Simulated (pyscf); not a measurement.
Optimised with ωB97X-D3(BJ)/def2-SVP in PySCF.

`[CH3][Ga]([OH])[OH]` + `[H]` [doublet] → `[CH2][Ga]([OH])[OH]` [doublet] + `[H][H]`
Surface: doublet. Broken: C–H. Formed: H–H. Give ΔE‡ and ΔE from ωB97M-D3(BJ)/def2-TZVP, relative to the separated reactants.

ΔE‡ = 0.60 eV, ΔE = -0.01 eV. Zero-point energy shifts the barrier by -0.07 eV. It is a hydrogen abstraction, with an imaginary mode of 1450i cm⁻¹. This is the saddle that the search found; another between the same sides may lie lower. The angle at the transferred H is 173°. Elements up to Kr have no core potential and no relativistic terms here.
